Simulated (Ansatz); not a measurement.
Frontier orbitals of C₂H₅NO (`C/N=C/O`).

```xyz
9

C    -0.743   -0.987   -0.464
N     0.392   -0.106   -0.390
C     0.400    0.778    0.499
O     1.409    1.645    0.651
H    -0.413   -2.023   -0.349
H    -1.511   -0.782    0.296
H    -1.206   -0.908   -1.451
H    -0.387    0.951    1.240
H     2.060    1.432   -0.033
```

The species carries charge 0 and has multiplicity 1. All single points use the PBE0-D4/def2-TZVP geometry. It is one conformer, not always the lowest. Basis def2-TZVPP, the Gaussian-basis code of Ansatz.

```csv
functional,HOMO (eV),LUMO (eV),gap (eV)
PBE,-6.19,-0.55,5.64
r2SCAN,-6.50,-0.30,6.20
PBE0,-7.62,0.56,8.18
ωB97X-V,-9.99,2.91,12.90
ωB97M-V,-9.90,2.78,12.68
```

Against PBE, PBE0 changes HOMO and LUMO by −1.43 and +1.11 eV, ωB97M-V by −3.71 and +3.33 eV. A gap of 5.65 eV thus becomes 12.69 eV for the same molecule, so an orbital gap means little without its functional. A positive LUMO is unbound and depends on the basis.
